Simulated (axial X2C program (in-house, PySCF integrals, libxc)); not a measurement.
Potential curves of HCl⁺, two-component

Computed with an in-house relativistic program for diatomic molecules. Two-component (2c) means X2C with spin–orbit coupling and atomic mean-field two-electron Coulomb and Gaunt terms. Basis: Cl dyall-av3z [9s8p3d2f], H dyall-v3z [6s2p1d] (cores contracted in-house); Gaussian nuclei, density fitting, unrestricted open shells. Masses: Cl 34.969 u, H 1.008 u.

State: Ω = 3/2 (⟨Sz⟩ = 0.50, ⟨Lz⟩ = 1.00 at B97-3). Energies in cm⁻¹ from the fragments at the same level (Cl+ + H). Fits are polynomials in 1 − R0/R over 0.85 to 1.23 times the lowest point R0.

| R (Å) | B97-3 | CCSD | HF | MP2 |
| --- | --- | --- | --- | --- |
| 1.1536 | -35033 |  | -24179 | -33027 |
| 1.2067 | -37393 | -35612 | -26361 | -35309 |
| 1.2464 | -38433 | -36602 | -27254 | -36282 |
| 1.2862 | -38984 | -37099 | -27649 | -36761 |
| 1.3260 | -39138 | -37195 | -27640 | -36839 |
| 1.3724 | -38918 | -36909 | -27224 | -36529 |
| 1.4188 | -38363 | -36288 | -26469 | -35884 |
| 1.4785 | -37281 | -35128 | -25131 | -34691 |
| 1.5514 | -35572 |  | -23118 | -32859 |
| 1.6575 | -32652 |  | -19792 | -29769 |

Correlated methods: 7 electrons correlated (number of frozen shells: Cl 2 s, 1 p; H none), 129 virtual spin orbitals or spinors in MP2.

Occupations by symmetry block were frozen at the best pattern of an incomplete PBE0 search. Dissociation energies refer to the lowest single-determinant-based atoms at the same level and basis. Density functionals use the spin component along the axis (collinear). CCSD ran in a truncated set of natural virtual spinors with an MP2 remainder; without triples it tends to underbind. Without a current term, density functionals place determinants with orbital angular momentum somewhat too high. Coupled cluster ran on the points near the minimum only. MP2 and coupled cluster on one determinant become unreliable at the stretched end.

Task: What are Re, ωe and De at the B97-3 level?

Result: At B97-3, 2c: Re = 1.324 Å, ωe ≈ 2650 cm⁻¹, De = 4.85 eV to Cl+ + H; Be follows as 9.82 cm⁻¹.

Task: Fit the CCSD curve near its minimum: give the equilibrium distance, the harmonic wavenumber and the well depth.

Result: At CCSD, 2c: Re = 1.317 Å, ωe ≈ 2700 cm⁻¹, De = 4.61 eV to Cl+ + H; Be follows as 9.92 cm⁻¹.

Task: Fit the HF curve near its minimum: give the equilibrium distance, the harmonic wavenumber and the well depth.

Result: At HF, 2c: Re = 1.305 Å, ωe ≈ 2810 cm⁻¹, De = 3.43 eV to Cl+ + H; Be follows as 10.1 cm⁻¹.

Task: Fit the MP2 curve near its minimum: give the equilibrium distance, the harmonic wavenumber and the well depth.

Result: At MP2, 2c: Re = 1.315 Å, ωe ≈ 2720 cm⁻¹, De = 4.57 eV to Cl+ + H; Be follows as 9.96 cm⁻¹.
